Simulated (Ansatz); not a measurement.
A trace of molecular dynamics of BH$_{2}$ (3 atoms, charge 0, multiplicity 2).

Theory: UKS B3LYP-D4/def2-SVP in Ansatz 0.2.0.

```
ensemble        : NVT, Nosé–Hoover chain
set temperature : 300 K
thermostat      : time constant 100 fs, chain length 3 (defaults)
seed            : 987608
```

```csv
time (fs),T (K),potential energy less start (eV),conserved less start (meV/atom)
0.0,300,0.000,0.00
2.0,252,0.006,0.06
4.0,268,0.004,0.01
6.0,194,0.014,0.06
8.0,190,0.014,0.06
10.0,285,0.002,0.02
12.0,288,0.002,-0.01
14.0,191,0.015,0.11
16.0,371,-0.009,-0.04
18.0,272,0.004,0.03
20.0,121,0.024,0.11
22.0,287,0.002,0.03
24.0,348,-0.006,-0.07
26.0,65,0.031,0.17
28.0,336,-0.004,-0.04
30.0,376,-0.009,-0.03
32.0,86,0.029,0.14
34.0,242,0.008,0.07
36.0,478,-0.023,-0.12
38.0,101,0.027,0.14
40.0,197,0.014,0.05
42.0,443,-0.018,-0.09
44.0,106,0.027,0.12
46.0,102,0.027,0.14
48.0,483,-0.023,-0.09
50.0,274,0.005,0.02
```

Problem. Can this run be trusted? Judge the integration.

Solution. The conserved energy stayed within 0.21 meV per atom of its start (net change 0.025 meV per atom), so the integration is sound. The mean temperature of the second half is 14 % below the set value. A run of 0.05 ps of so small a system gives no equilibrium averages. The time step was 0.5 fs.

The run took 35 s on 1 thread of Arm Neoverse V1, with other jobs on the host, peak memory 0.15 GiB.
